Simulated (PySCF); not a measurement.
Dissociation curve of SMILES C. The C1–H5 bond (C1 also carries H, H, H; H5 carries nothing else) is varied alone, starting from the PBE0/def2-TZVP optimised geometry.

Level of theory: CCSD(T) on UHF/cc-pVDZ, 1 core orbital frozen in PySCF 2.14.0.

Relative to R = 1.11 Å, what are the energies at R = 1.27, 1.64, 1.80, 2.67 Å?

33.4 kJ/mol at 1.27 Å, 193.0 kJ/mol at 1.64 Å, 261.0 kJ/mol at 1.80 Å, 460.0 kJ/mol at 2.67 Å.

The unrestricted determinant behind UCCSD(T) is spin-contaminated at 1.80 to 3.80 Å (<S²> up to 1.0, against 0.00 for a pure singlet).
